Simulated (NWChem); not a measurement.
# ethanol (C$_{2}$H$_{6}$O); SMILES CCO

Computed with NWChem. Pople sets run with spherical d functions. Level B3LYP/6-31G*: optimisations from one semi-empirical or force-field start; each run changes one setting, and all end within 0.3 mHa of each other. One conformer.

```json
[
 {"setting": "redundant internal coordinates, default thresholds", "optimisation steps": "9"},
 {"setting": "no line search", "optimisation steps": "10"},
 {"setting": "tight thresholds", "optimisation steps": "27"},
 {"setting": "Cartesian coordinates", "optimisation steps": "10"}
]
```
